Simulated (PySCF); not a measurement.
CH2F2, charge +1, multiplicity 2. Atoms are numbered in the order given.

```xyz
5

F     -1.0869     0.0000     0.2725
C      0.0000     0.0000    -0.4053
F      1.0869     0.0000     0.2725
H      0.0000    -0.8244    -1.2363
H      0.0000     0.8244    -1.2363
```
Charge +1, spin multiplicity 2.

The structure is a stationary point at B3LYP-D3(BJ)/def2-TZVP. The multiplicity is an assumed one; other spin states were not compared.

These are PySCF 2.14.0 with TDA-PBE/def2-SVPD values and carry that method's errors.

Vertical excitations. 

Computed excitation energies, oscillator strengths and character:
| state | energy (eV) | λ (nm) | f | main pairs |
|---|---|---|---|---|
| root 1 | 3.03 | 409 | 0.000 | β HOMO→LUMO 100 % |
| root 2 | 3.21 | 386 | 0.005 | β HOMO−1→LUMO 99 % |
| root 3 | 4.78 | 259 | 0.070 | β HOMO−2→LUMO 94 % |
| root 4 | 7.25 | 171 | 0.000 | β HOMO−4→LUMO 100 % |
| root 5 | 7.33 | 169 | 0.056 | β HOMO−3→LUMO 94 % |
| root 6 | 7.49 | 165 | 0.006 | β HOMO−5→LUMO 98 % |
| root 7 | 10.33 | 120 | 0.018 | α HOMO→LUMO 85 %, β HOMO−6→LUMO 13 % |
| root 8 | 10.75 | 115 | 0.078 | α HOMO→LUMO+2 18 %, α HOMO→LUMO 12 %, β HOMO−6→LUMO 67 % |
| root 9 | 10.98 | 113 | 0.097 | α HOMO→LUMO+1 90 % |
| root 10 | 11.18 | 111 | 0.000 | α HOMO→LUMO+3 100 % |
Unrestricted roots are not spin-pure.
